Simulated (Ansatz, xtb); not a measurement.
# Relative energy of two isomers of C3H6FN

Structure a: `[H]/N=C/CCF`, a singlet. Structure b: `N[C@@H]1C[C@H]1F`, a singlet. Both are isolated molecules in the gas phase, relaxed with PBE-D3(BJ)/def2-SVP; the shapes shown needn't be the lowest conformers.

a (Å):

```csv
atom,x (Å),y (Å),z (Å)
C,2.4728,0.6371,1.2992
C,1.3025,-0.2806,1.5276
C,0.1077,0.4226,2.1630
F,0.4562,0.9269,3.4115
N,3.0090,0.7596,0.1429
H,3.7933,1.4343,0.1923
H,2.8122,1.1914,2.2080
H,1.0090,-0.7287,0.5561
H,1.6164,-1.1058,2.2056
H,-0.2382,1.2685,1.5270
H,-0.7398,-0.2869,2.2915
```

b (Å):

```xyz
11

C    -0.9020    1.7593   -0.5398
C    -0.9364    0.2361   -0.4950
C     0.2637    0.9507   -1.0378
F     0.4959    0.9019   -2.3885
N    -0.7407    2.4565    0.7055
H    -1.6490    2.5622    1.1757
H    -0.3847    3.4070    0.5418
H    -1.5118    2.1987   -1.3588
H    -0.8432   -0.2465    0.4898
H    -1.5862   -0.2712   -1.2239
H     1.1937    0.9692   -0.4435
```

Which of the two would you expect CCSD(T)/def2-SVP + ΔMP2/def2-TZVPP electronic energies to favour?

Structure a; the calculation gives E(b) − E(a) = +58.2 kJ/mol.

Level by level:

| level | geometry | E(b) − E(a) (kJ/mol) | departure from the last row (kJ/mol) | job, with rough time for the two |
| --- | --- | --- | --- | --- |
| GFN2-xTB | GFN2-xTB | +8.8 | −49.4 | optimisation, 0.19 s |
| HF/STO-3G | GFN2-xTB | +15.2 | −43.0 | single point, 0.76 s |
| r2SCAN-D4/def2-SVP | GFN2-xTB | +34.3 | −23.9 | single point, 4.9 s |
| PBE-D3(BJ)/def2-SVP | PBE-D3(BJ)/def2-SVP | +36.8 | −21.4 | optimisation, 38 s |
| HF/def2-SVP | PBE-D3(BJ)/def2-SVP | +57.5 | −0.6 | part of the CCSD(T) run |
| MP2/def2-SVP | PBE-D3(BJ)/def2-SVP | +47.3 | −10.9 | part of the CCSD(T) run |
| CCSD(T)/def2-SVP | PBE-D3(BJ)/def2-SVP | +58.2 | +0.1 | single point |
| CCSD(T)/def2-SVP + ΔMP2/def2-TZVPP | PBE-D3(BJ)/def2-SVP | +58.2 |  | single point, 41 s |

As drawn, b has 1 C–N, 1 C–C, 1 N–H in place of 1 C=N, 1 C–H. Structure a has no ring, b a 3-membered ring.

None of the levels shown reverses the order. The largest departure from CCSD(T)/def2-SVP + ΔMP2/def2-TZVPP is that of GFN2-xTB, 49.4 kJ/mol. The last row adds to CCSD(T) the change of the MP2 difference between the two basis sets, here −0.1 kJ/mol.

With harmonic frequencies from PBE-D3(BJ)/def2-SVP (ideal gas, rigid rotor, one conformer each, 298.15 K, 1 atm): on the last row, ΔE + ΔZPE = +59.0, ΔH = +57.8, ΔG = +62.6 kJ/mol.

The correlated steps freeze 5 core orbitals. Codes used: Ansatz 0.2.0, xtb 6.7.1; the last row on 2 threads of Intel(R) Xeon(R) Processor @ 2.70GHz on a shared host.
